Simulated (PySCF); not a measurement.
Computed with TPSSh-D3(BJ)/def2-TZVP // B3LYP-D3(BJ)/def2-TZVP in PySCF. Isolated molecules, 0 K electronic values unless said otherwise. 

Reference species (SMILES): `[In]([CH3])[CH3]` (neutral, multiplicity 2).

```json
{
  "dipole_moment": "0.09 D"
}
```

Changed species: `[CH3]` (radical fragment; the reference has radical fragment).

Question: What does the change do to the dipole moment?

Answer: the dipole moment decreases by 0.09 D, to 0.00 D.
